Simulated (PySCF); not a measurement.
SMILES N=C1C=CC=C1, C$_{5}$H$_{5}$N

Cartesian coordinates in Å; atom numbers follow the order of the lines, from 1:
```xyz
11

N     2.189    0.182    0.123
C     0.933    0.082    0.051
C     0.028    1.242   -0.074
C    -1.226    0.783   -0.125
C    -1.212   -0.685   -0.037
C     0.051   -1.109    0.067
H     2.688   -0.703    0.206
H     0.379    2.254   -0.113
H    -2.130    1.359   -0.215
H    -2.104   -1.285   -0.057
H     0.410   -2.118    0.148
```

Method: GIAO revPBE/6-311G** magnetisability, rotational g tensor and spin-rotation constants, non-relativistic, gas phase in PySCF 2.14.0. Geometry: GFN2-xTB.

Question: What are the magnetisability and the molar susceptibility?

Answer: Isotropic -628 × 10⁻³⁰ J/T², or -37.8 × 10⁻⁶ cm³/mol; principal values -976, -521, -386 × 10⁻³⁰ J/T², anisotropy 536 × 10⁻³⁰ J/T² (root of half the summed squared differences of the principal values). The susceptibility is in cgs units.

Question: Split it along the inertial axes a, b, c into diamagnetic and paramagnetic parts about the centre of mass, with the quadrupole moment.

Answer: 
```tsv
axis	χ (10⁻⁶ cm³/mol)	diamagnetic (10⁻⁶ cm³/mol)	paramagnetic (10⁻⁶ cm³/mol)	summed x² of all electrons (Å²)	quadrupole Θ (D Å)
a	-24.8	-217.8	193.1	79.5	+1.04
b	-29.9	-370.4	340.5	43.6	+3.77
c	-58.8	-522.1	463.3	7.8	-4.82
```
Anisotropies 2χaa − χbb − χcc = +39.2 and 2χbb − χaa − χcc = +23.7 × 10⁻⁶ cm³/mol. Θ is traceless in Buckingham's convention.

Question: And the rotational g tensor?

Answer: 
```tsv
axis	rotational constant (GHz)	g	nuclear part	electronic part
a	8.3924	-0.1432	0.6181	-0.7613
b	3.9382	-0.0607	0.5693	-0.6300
c	2.6804	+0.0015	0.5849	-0.5834
```
Asymmetric top; isotopes 12C, 1H, 14N; no vibrational averaging.
